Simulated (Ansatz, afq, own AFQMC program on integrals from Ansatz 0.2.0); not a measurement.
Integrals from Ansatz 0.2.0, then the random walk in our own AFQMC program (afq).

```yaml
crystal:
  periodic: [false, false, false]
  atoms:
    - {symbol: Br, position_ang: [0.000000, 0.000000, -1.769333]}
    - {symbol: H, position_ang: [0.000000, 0.000000, 0.119667]}
    - {symbol: Br, position_ang: [0.000000, 0.000000, 1.649667]}
basis:
  gaussian: {orbitals: cc-pVTZ}
magnetization: {spin_polarized: true, initial_magnetization: 1}
correlation: {method: ccsd_t, electrons: outside_noble_gas, hamiltonian_folder: ham}
```

```sh
$ ansatz run in.yaml --threads 1 --pin off --events-out ev --progress --plain --max-ram 24576MiB --backend cuda --devices 0, --max-vram 18GiB
```

afq runs on the folder ham with

```
--method phaseless --trial cisd --walkers 2500 --populations 20 --least-time 60 --time-step 0.005 --steps-per-block 50 --equilibration-blocks 28 --max-blocks 4000 --target-error 0.00023 --factor-cut 1e-05 --start spin_pure --seed 9450 --release-times 0.24,0.51,0.99,1.5 --release-step 0.03 --release-every 4 --taylor-order 6
```

Times are imaginary, in 1/Eh. The walk had a cap of 244 s. With eight or more populations the least sampling time is a fifth of least-time, and the error comes from their spread. Filled inner d shells are frozen with the cores.

Output of the walk:

```
orbitals 72  electrons 8 7  factors 509 of 633
reference energy -5145.46891627 Eh
CCSD correlation -0.35721316 Eh in 11 cycles, weight of the determinant in the CISD state 0.8562
energy of the start -5145.824152 Eh
 block  time / (1/Eh)  mean weight  energy / Eh
     1     0.250  1.0000  -5145.818397
     2     0.500  0.9997  -5145.823308
     3     0.750  0.9999  -5145.828599
     4     1.000  0.9995  -5145.832670
     5     1.250  0.9998  -5145.834997
    12     3.000  1.0002  -5145.841666
    19     4.750  0.9995  -5145.839742
    26     6.500  0.9994  -5145.840359
    33     8.250  1.0001  -5145.840279
    35     8.750  0.9998  -5145.842243
    40    10.000  0.9997  -5145.840344
    47    11.750  1.0000  -5145.840155
    54    13.500  0.9997  -5145.840469
    61    15.250  0.9999  -5145.839381
    63    15.750  1.0001  -5145.838723
    68    17.000  1.0002  -5145.839098
    75    18.750  0.9995  -5145.841119
    78    19.500  0.9997  -5145.839034
error from the spread of 20 populations
released: time / (1/Eh)  energy / Eh  error  mean overlap
  0.24  -5145.840492  0.000184  0.9977
  0.51  -5145.840666  0.000214  0.9910
  0.99  -5145.841345  0.000200  0.9746
  1.50  -5145.841016  0.000293  0.9687
energy -5145.840208 +/- 0.000185 Eh
(rows thinned)
```

The run passed its tests (sampling time, drift between the halves within three errors, error under three times the target), which doesn't prove that it has relaxed. The second half of the sampling lies above the first by 2.1 errors of their difference, so the energy may still be moving and its error bar be too small.

Against this walk (error 5.0 meV) on the same determinant: CCSD(T) 31.2 meV higher, CCSDT(Q) 13.9 meV lower. The error is statistical and leaves out the bias of the constraint. Released to 1.50 1/Eh the energy lies 22 ± 9 meV (both errors) below the phaseless value, which shows part or all of the bias of the constraint, and CCSDT(Q) lies 8.1 meV above the released value.

Cautions: constraint bias not in the error; no relativity below Rb; no spin-orbit coupling; inner d shell frozen.

The walk took 120 s on 1 × NVIDIA H100 80GB HBM3 with 2 threads of AMD EPYC 7R13 Processor (Zen 3), on a shared host (the card was shared). The log's last line is the phaseless energy.

CCSDT and higher add their correlation energy to the determinant of the CCSD(T) run, since their own runs factorise the integrals more tightly (a shift of under 2 meV). A walk keeps the symmetry of its determinant, which the program's search chose and which needn't be the lowest solution, so a lower state of the same spin and another symmetry isn't excluded.
